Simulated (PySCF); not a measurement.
Species: butyrate, C4H7O2 (charge -1).
Bonds: C1–C2, C2–C3, C3–C4, C4–O5 (double), C4–O6. Hydrogens: H7, H8, H9 on C1; H10, H11 on C2; H12, H13 on C3.

Computed with PySCF at PBE0/pcSseg-1, non-relativistic, on one gas-phase PBE0-D3(BJ)/def2-SVP geometry that isn't relaxed in the solvent. The solvent is an IEF-PCM continuum (van der Waals radii × 1.2). Only the electrostatic response of the medium enters.

Gas phase at PBE0/pcSseg-1: HOMO -1.01 eV, LUMO 5.37 eV.

**Question.** What does the continuum do to the energy and the frontier levels at PBE0/pcSseg-1 in cyclohexane and methanol?

**Answer.** 
```
    solvent      ε  E(solvent) − E(gas) (kcal/mol)  polarisation term (kcal/mol)  distortion of the solute (kcal/mol)  HOMO (eV)  LUMO (eV)
cyclohexane  2.017                          -31.33                        -31.84                                 0.51      -3.57       3.60
   methanol  32.61                          -62.97                        -65.86                                 2.89      -6.01       2.08
```

The first energy column is the sum of the next two and covers electrostatics alone. From cyclohexane to methanol the lowering changes by a factor 2.01, Born's factor 1 − 1/ε by 1.92 and ε itself by 16.2.

**Question.** Which radius a makes Born's formula ΔE = −(q²/2a)(1 − 1/ε) give the value in methanol?

**Answer.** a = q²(1 − 1/ε)/(2|ΔE|) = 2.56 Å, with q = -1 e and |ΔE| = 0.1003 Eh; the farthest nucleus lies 2.91 Å from the centroid of the nuclei. The formula assumes a point charge at the centre of a sphere.

Conformer computed: `[CH3:1][CH2:2][CH2:3][C:4](=[O:5])[O-:6]`: C1–C2–C3–C4 68°, C2–C3–C4–O5 7°.
